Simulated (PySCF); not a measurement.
# Structure from NMR data

The spectra below were simulated for a compound C3H8O.

1H NMR (400 MHz, computed): δ 3.59 (t, J = 8.0 Hz, 2H), 1.52 (sext, J = 8.2 Hz, 2H), 0.87 (t, J = 8.4 Hz, 3H), -0.26 (br s, 1H).

13C{1H} NMR (computed): δ 74.1 (CH2), 35.4 (CH2), 11.0 (CH3).

[PySCF: shielding tensors at PBE/pcSseg-2 (GIAO); spin–spin couplings from B3LYP/pcJ-1 (without the spin–dipole term); geometry from PBE0-D3(BJ)/def2-SVP; one conformer; isolated molecule; equivalent nuclei averaged; non-relativistic Hamiltonian]

Scale: TMS for 1H (σref 31.18) and 13C (σref 179.39) (reference shieldings calculated alike).

Q: What is the structure?

A: 
The formula gives 0 degrees of unsaturation. 3 carbon signals for 3 carbons: no two carbons are equivalent. Carbon types of the structure: 2 × CH2, 1 × CH3, leaving 1 H on heteroatoms. δC 74.1: sp3 CH2 bonded to O; pulled downfield by the heteroatom. δC 35.4: sp3 CH2; a saturated carbon with 2 carbon neighbours and no heteroatom attached. δC 11.0: methyl carbon; saturated and bonded to C and H only. δH 3.59: hydrogen on an sp3 CH2 bonded to O; its carbon carries O, an electronegative neighbour. δH 1.52: hydrogen on an sp3 CH2. δH 0.87: hydrogen on a methyl carbon; far from electronegative atoms and π systems. δH -0.26: hydrogen on an alcohol oxygen; exchangeable, gas-phase position. The protons at 0.87 and 1.52 share a coupling of 8.4 Hz (vicinal). The protons at 1.52 and 3.59 share a coupling of 8.0 Hz (vicinal).

Structure: `CCCO`.

Exchangeable OH/NH protons stand at their gas-phase positions; hydrogen bonding in a real sample shifts them, mostly to higher δ. Multiplet labels drop couplings under 1 Hz and merge nearly equal ones. Unscaled 3J(H,H) at this level run about 10 % above measured values. Shifts are as computed, not scaled to solution data. Of 1211 compounds with measured shifts, 218 miss one by over three times the rms of a fit or turn the order of signals round; such compounds aren't used in these exercises. Couplings to exchangeable protons are dropped. Chain 3J(H,H) values assume equally populated staggered rotamers: (2 J gauche + J anti)/3.
